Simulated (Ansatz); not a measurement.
A made-up structure of LiAlSiH$_{4}$, singlet:

```
atom    x (Å)    y (Å)    z (Å)
 Li1  -2.7008   0.0450  -0.1099
 Si2  -0.2492  -0.0686  -0.7997
 Al3   0.6824   0.0685   0.9058
  H4   0.2263  -1.4353  -1.4665
  H5   0.2764   1.1381  -1.6975
  H6   0.8621  -1.3297   1.7116
  H7   0.9029   1.5819   1.4562
```

It is relaxed with PBE-D4/def2-SVP and then PBE0-D4/def2-TZVP (Ansatz 0.2.0). Atoms count as bonded within 1.22 times the sum of their covalent radii (H–H: 0.88 Å). The end point is not checked to be a true minimum.

(1) Does its bonding change? (A judgement: the text doesn't fix the answer.)

## Answers

(1) Computed: No: no bond forms or breaks.

Where it ends: The first stage lowers the energy by 1.83 eV in 5 steps. It ends as LiAlSiH₄ ([Li][SiH2][AlH2]):
```
7
angstrom
Li -2.7995 0.0035 -0.5420
Si -0.3687 -0.0777 -0.9426
Al 0.8266 0.0857 1.1288
H 0.0221 -1.3485 -1.6413
H 0.0654 1.0332 -1.8553
H 1.1029 -1.1959 2.0470
H 1.1512 1.4996 1.8053
```

Labels in which every atom is bracketed show which atoms are joined, not bond orders.

For scale, one of the runs: PBE0-D4/def2-TZVP relaxation, 112 basis functions, launched by `ansatz run in.yaml --threads 2 --pin off --events-out ev --progress --plain --max-ram 4352MiB`. Hardware: 2 CPU threads of an Arm Neoverse V1, shared host. Wall time about 16 s.
